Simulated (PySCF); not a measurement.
Compound: methoxyacetaldehyde, C3H6O2.
SMILES: `COCC=O`

The closed-shell SCF was solved with PySCF and density fitting under several settings on one GFN2-xTB geometry (grid level 2 and gas phase unless stated).

```
         settings  basis functions  SCF cycles     E (Eh)  HOMO (eV)  LUMO (eV)  dipole (D)
    PBE0/pcSseg-1              115          14  -268.0086      -7.31      -0.95        2.07
   PBE0/def2-SVPD              154          14  -267.8564      -7.45      -1.15        2.13
PBE0/ANO-RCC-VDZP              100          14  -268.1221      -7.35      -0.97        2.10
```

Problem. Estimate the rows for these settings: (1) LDA/def2-TZVPP; (2) PBE/pcSseg-1; (3) PBE0/3-21G.

Solution. 
| settings | basis functions | SCF cycles | E (Eh) | HOMO (eV) | LUMO (eV) | dipole (D) |
| --- | --- | --- | --- | --- | --- | --- |
| LDA/def2-TZVPP | 239 | 15 | -266.2823 | -5.91 | -2.49 | 2.06 |
| PBE/pcSseg-1 | 115 | 15 | -268.0004 | -5.70 | -2.13 | 1.94 |
| PBE0/3-21G | 57 | 13 | -266.5473 | -6.79 | -0.49 | 1.81 |

Problem. Over all rows, what range does the HOMO–LUMO gap span?

Solution. From 3.42 eV (LDA/def2-TZVPP) to 6.38 eV (PBE0/ANO-RCC-VDZP). The functional of the narrowest has no exact exchange, that of the widest 25 % exact exchange.

Problem. And the dipole moment?

Solution. From 1.81 D (PBE0/3-21G) to 2.13 D (PBE0/def2-SVPD); the largest is 1.18 times the smallest, and the median is 2.06 D.

Problem. Compare two rows with the functional PBE0: PBE0/3-21G and PBE0/def2-SVPD. Which energy is lower, and by how much?

Solution. PBE0/def2-SVPD (154 functions) lies 1.3091 Eh or 821 kcal/mol below PBE0/3-21G (57 functions).

Cycle counts include a coarse-grid stage where the run had one. ANO-RCC sets were contracted for a scalar-relativistic Hamiltonian, but ran non-relativistically here.

The values belong to the conformer `[CH3:1][O:2][CH2:3][CH:4]=[O:5]`: C1–O2–C3–C4 -75°, O2–C3–C4–O5 163°.
